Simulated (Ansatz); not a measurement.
## SiO: from two basis sets to a third

SiO has 2 atoms, charge 0, and is taken as a singlet. As SMILES, `O=[Si]`. The shape is that of a PBE0-D4/def2-TZVP optimisation.

MP2 correlation energies, 6 core orbitals frozen (Ansatz 0.2.0):

| basis | X | correlation energy (Eh) |
| --- | --- | --- |
| cc-pCVDZ | 2 | -0.276419 |
| cc-pCVTZ | 3 | -0.340108 |
| cc-pCVQZ | 4 | ? |

**Question.** Take E(X) = E∞ + A/X³, fix the two constants on the known rows and predict the third.

**Answer.** 
1. A = (-0.276419 − (-0.340108))/(1/8 − 1/27) = 0.72404 Eh.
2. E∞ = -0.340108 − 0.72404/27 = -0.366924 Eh.
3. X = 4: -0.366924 + 0.72404/64 = -0.355611 Eh.

The run gave -0.363240 Eh, so the prediction is off by +7.6 mEh, 33 % of the last step. The small sets lie short of the range where X⁻³ holds, so the true step is larger than predicted.
